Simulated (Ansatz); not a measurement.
A run of Ansatz (development build ahead of 0.2.0) on triplet C₂H₆O at this shape:

```
atom    x (Å)    y (Å)    z (Å)
   C   0.3262   0.3405  -0.2572
   C  -1.1295   0.5211   0.1111
   O   0.7465  -0.9169   0.1815
   H   0.9259   1.1342   0.2035
   H   0.4482   0.4352  -1.3426
   H  -1.4934   1.4963  -0.2177
   H  -1.7383  -0.2535  -0.3571
   H  -1.2593   0.4473   1.1916
   H   1.6540  -1.0498  -0.0392
```

Its results:

```yaml
Converged: yes
Total_energy: -153.71249 hartree
Spin_squared_of_the_determinant: 2.009
Stability_test: minimum
```

Forces (eV/Å):
```
atom      Fx      Fy      Fz
  C1  -1.854   1.665  -0.181
  C2  -0.146  -0.178   0.127
  O3  -7.486   1.053   1.840
  H4   0.504  -0.692  -0.043
  H5   0.598  -0.553   0.266
  H6   0.036   0.003  -0.012
  H7  -0.072   0.072   0.017
  H8  -0.086   0.053  -0.025
  H9   8.507  -1.423  -1.988
```

Problem. Which input gives this output? Name the method, the orbitals and the basis set, and write the input.

Solution. UHF in def2-SVP.

```yaml
crystal:
  periodic: [false, false, false]
  atoms:
    - { symbol: C, position_ang: [0.32622, 0.34053, -0.25723] }
    - { symbol: C, position_ang: [-1.12953, 0.52108, 0.11109] }
    - { symbol: O, position_ang: [0.74652, -0.91694, 0.18145] }
    - { symbol: H, position_ang: [0.92588, 1.13425, 0.20351] }
    - { symbol: H, position_ang: [0.4482, 0.43518, -1.34261] }
    - { symbol: H, position_ang: [-1.49344, 1.49627, -0.21765] }
    - { symbol: H, position_ang: [-1.73831, -0.25354, -0.35706] }
    - { symbol: H, position_ang: [-1.2593, 0.44729, 1.19163] }
    - { symbol: H, position_ang: [1.65399, -1.04982, -0.03921] }
basis:
  gaussian: { orbitals: def2-SVP }
magnetization:
  spin_polarized: true
  initial_magnetization: 2
hamiltonian:
  xc: hf
output:
  forces: true
```
